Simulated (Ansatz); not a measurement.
Results of LDA (plane waves, PAW; Ansatz, a quantum-chemistry and plane-wave program) for 2H WSe2.

Numerical settings: plane-wave cutoff 520 eV, 12×12×4 k mesh (along the axes of the cell as run), perturbation theory, no spin polarisation, scalar-relativistic PAW data made under PBE.

Cell (measured lattice):

```xyz
6
Lattice="3.2820 0.0000 0.0000 -1.6410 2.8423 0.0000 0.0000 0.0000 12.9600" Properties=species:S:1:pos:R:3 pbc="T T T"
W      1.6410     0.9474     9.7200
W      0.0000     1.8949     3.2400
Se     1.6410     0.9474     1.5841
Se     0.0000     1.8949     8.0641
Se     0.0000     1.8949    11.3759
Se     1.6410     0.9474     4.8959
```

Give the computed high-frequency dielectric constant (mean over three axes) and static dielectric constant (mean over three axes).


- high-frequency dielectric constant (mean over three axes): 12.6
- static dielectric constant (mean over three axes): 12.8

Note: the cell isn't this level's own, so it is under some stress, which shifts stiffness and frequencies.

Spin–orbit coupling is not included.
